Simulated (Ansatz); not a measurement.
# CH2Al (quartet): the correlation ladder at a displaced geometry (v1), cc-pVDZ

An exercise on one series of results from a longer session: the logs are not shown, and one member is left open.

Program: Ansatz 0.2.0, Gaussian basis. Level of theory: cc-pVDZ, core rule «outside noble gas», up to 6 orbitals frozen. These are calculated values, not measurements.

Plan: UHF; CCSD(T) on ROHF; CCSD(T) on UHF; BCCD(T) on ROHF; CISD; CCSDT(Q) on ROHF; CCSDT(Q) on UHF; CASSCF and MRCISD+Q, 9 electrons in 10 orbitals; CASSCF and NEVPT2, 9 electrons in 10 orbitals.

30 further runs of the same task are left out: 2 for a known fault of the program, 13 that didn't finish, 15 set aside as unsound or not needed.

### The geometry

The geometry is a PBE0/def2-TZVP stationary point (not a proven minimum) with its atoms shifted at random (size 0.040 Å).

4 atoms, charge 0, spin multiplicity 4.

Atoms are counted from 1 here; the program's logs count them from 0.

Bond lengths: Al1–C2 1.936 Å, Al1–H3 1.596 Å, Al1–H4 1.588 Å. Angles: C2–Al1–H3 115.8°, C2–Al1–H4 116.1°, H3–Al1–H4 128.1°.

The first run:

Input file in.yaml:

```yaml
crystal:
  periodic: [false, false, false]
  atoms:
    - {symbol: Al, position_ang: [0.000453, 0.004150, 0.532812]}
    - {symbol: C, position_ang: [-0.000380, -0.011993, -1.403204]}
    - {symbol: H, position_ang: [0.047584, 1.446315, 1.214021]}
    - {symbol: H, position_ang: [-0.055193, -1.414495, 1.243823]}
basis:
  gaussian: {orbitals: cc-pVDZ}
magnetization: {spin_polarized: true, initial_magnetization: 3}
hamiltonian: {xc: hf}
output: {orbitals: {seedname: orbitals}}
```

Run with:

```bash
> ansatz run in.yaml --threads 1 --pin off --events-out ev --progress --plain --max-ram 2393MiB
```

Steps of the session up to this table: UHF; CCSD(T) on ROHF; CCSD(T) on UHF; BCCD(T) on ROHF; CISD; CCSDT(Q) on ROHF; CCSDT(Q) on UHF; CASSCF and MRCISD+Q, 9 electrons in 10 orbitals; CASSCF and NEVPT2, 9 electrons in 10 orbitals.

One of the session's tables, all rows but one given; the rest of the session is left out.

| method | from UCCSDT(Q) (kcal/mol) |
| --- | --- |
| ROHF | +101.99 |
| UHF | +100.99 |
| RMP2 | +24.12 |
| UMP2 | +23.94 |
| CISD | +7.55 |
| RCCSD | +2.65 |
| UCCSD | +2.62 |
| RCCSD(T) | +0.70 |
| UCCSD(T) | +0.67 |
| BCCD(T) | +0.67 |
| RCCSDT | +0.12 |
| UCCSDT | ? |
| RCCSDT(Q) | +0.03 |
| UCCSDT(Q) | 0 |
| CASSCF valence | +68.55 |
| NEVPT2 valence | +19.30 |
| MRCISD valence | +4.16 |
| MRCISD+Q valence | +0.63 |

Q: Estimate the row for UCCSDT from the others.

The run gave: from UCCSDT(Q) (kcal/mol): +0.10. In the column «from UCCSDT(Q) (kcal/mol)» it lies between RCCSDT(Q) (+0.03) and RCCSDT (+0.12).

Limits of these values: Restricted and unrestricted rows rest on different reference determinants; where their highest levels disagree by more than a few hundredths of an eV, they describe different states and don't form one ladder.
